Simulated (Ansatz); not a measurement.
Input file for AlClH3N, SMILES `[NH2][AlH][Cl]`:

```yaml
crystal:
  periodic: [false, false, false]
  atoms:
    - {symbol: N, position_ang: [-0.631142, 0.250917, -0.718797]}
    - {symbol: Al, position_ang: [0.477642, -0.073806, 0.603565]}
    - {symbol: Cl, position_ang: [1.413475, -1.951548, 0.645578]}
    - {symbol: H, position_ang: [-1.134283, 1.114995, -0.838756]}
    - {symbol: H, position_ang: [-0.852551, -0.395054, -1.458851]}
    - {symbol: H, position_ang: [0.768959, 0.990395, 1.720961]}
basis:
  gaussian: {orbitals: def2-SVP}
correlation: {method: ccsd_t}
```

```sh
$ ansatz run in.yaml --threads 2 --pin off --events-out ev --progress --plain
```

The program prints (abridged):

```
Functional definition: HF
616 factors; integrals over basis functions are off by at most 1.1e-3 eV
mean field evaluation 1: about -20609.0883 eV, gradient 3.3e1 eV
mean field evaluation 2: about -20609.0931 eV, gradient 3.3e1 eV
mean field evaluation 4: about -20611.5631 eV, gradient 2.1e0 eV
mean field evaluation 8: about -20611.5828 eV, gradient 7.3e-5 eV
mean field -20611.58275614 eV, -757.4616952556 hartree, gradient 1.6e-6 eV, S^2 0.000000; 0 other end points of the search recorded, 0 dependent functions left out
11 core orbitals not correlated: weight in the atoms' cores, before any rotation towards them, 1.000 or more for the frozen orbitals, at most 0.000 for the correlated occupied ones
reference -20611.58275614 eV, -757.4616952556 hartree; 9, 9 occupied and 45, 45 virtual orbitals, 616 factors
second order -9.98188312 eV of doubles, -0.00000000 eV of singles
cycle   1  -10.55972274 eV  change   -5.8e-1 eV  update   6.7e-2
cycle   2  -10.80261221 eV  change   -2.4e-1 eV  update   2.1e-2
cycle   3  -10.85175195 eV  change   -4.9e-2 eV  update   1.1e-2
cycle   4  -10.84908487 eV  change    2.7e-3 eV  update   3.2e-3
cycle   5  -10.84828721 eV  change    8.0e-4 eV  update   1.3e-3
cycle   6  -10.84819580 eV  change    9.1e-5 eV  update   3.9e-4
cycle   7  -10.84814388 eV  change    5.2e-5 eV  update   1.2e-4
cycle   8  -10.84816699 eV  change   -2.3e-5 eV  update   3.2e-5
cycle   9  -10.84816422 eV  change    2.8e-6 eV  update   9.0e-6
perturbative correction -0.23139905 eV, -0.0085037581 hartree
Total energy: -20622.66231941 eV, -757.8688616957 hartree
```

Hardware: 2 threads of a server CPU on a shared host. Wall time 0.5 s, peak host memory 0.17 GiB.

The correlation energy is -11.080 eV, 2.1 % of it from (T); the T1 diagnostic reads 0.0116.
